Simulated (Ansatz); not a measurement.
Grey tin (α-Sn)

Computed with r²SCAN (PAW; Ansatz, an electronic-structure program).

Numerical settings: plane-wave cutoff 560 eV, 10×10×10 k mesh, Fermi–Dirac smearing 0.01 eV, scalar-relativistic PAW data made under PBE.

Cell: relaxed at this level.

```json
{
  "equilibrium_volume_per_atom": "35.38 Å³/atom",
  "bulk_modulus": "42.9 GPa",
  "lattice_constant_a": "6.566 Å",
  "band_gap": "none",
  "width_of_the_whole_s_p_valence_band": "10.90 eV",
  "pressure derivative B′ of the bulk modulus": "5.0"
}
```

Measured, for comparison: band gap 0 eV (temperature not stated, not corrected to a static lattice; as tabulated in Das et al. (2018), arXiv:1807.05623); equilibrium volume per atom 33.97 Å³/atom, lattice constant a 6.477 Å (static lattice: zero-point anharmonic expansion removed; as tabulated in Mejia-Rodriguez and Trickey (2018), arXiv:1807.09216); bulk modulus 42.8 GPa (0 K value with the zero-point phonon effect removed; as tabulated in Mejia-Rodriguez and Trickey (2018), arXiv:1807.09216). Computed (rounded) less measured: equilibrium volume per atom +4.2 %, bulk modulus +0.2 %, lattice constant a +1.4 %.

Spin–orbit coupling is not included; it can open a gap where bands touch, and shift volumes and moduli.

The result took roughly 80 core-seconds.
